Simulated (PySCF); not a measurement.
allyl methyl ether (SMILES C=CCOC)

Geometry:
```tsv
atom	x (Å)	y (Å)	z (Å)
C1	1.493	0.238	1.356
C2	0.907	-0.619	0.533
C3	0.502	-0.298	-0.870
O4	-0.855	-0.573	-1.127
C5	-1.727	0.315	-0.478
H6	1.705	1.258	1.046
H7	1.787	-0.041	2.361
H8	0.693	-1.634	0.862
H9	0.733	0.756	-1.092
H10	1.064	-0.920	-1.572
H11	-1.634	0.262	0.614
H12	-1.543	1.353	-0.791
H13	-2.742	0.035	-0.762
```

Method used: quadratic response CAM-B3LYP/def2-TZVPD first hyperpolarisability, Taylor convention, gas phase in PySCF 2.14.0. Geometry: PBE0-D3(BJ)/def2-TZVP.

**Question.** Give the tensor of the static β(0;0,0) in the axes of these coordinates.

**Answer.** In au, Taylor convention; rows are the first index (the induced dipole):
```csv
,xx,yy,zz,xy,xz,yz
x,-37.1,-8.4,-10.5,-19.8,-17.3,+3.2
y,-19.8,-56.1,-8.7,-8.4,+3.2,+7.3
z,-17.3,+7.3,-47.0,+3.2,-10.5,-8.7
```
Norm of βᵢ = ⅓ Σⱼ (βᵢⱼⱼ + βⱼᵢⱼ + βⱼⱼᵢ): 116.3 au, hyper-Rayleigh value 44.3 au.
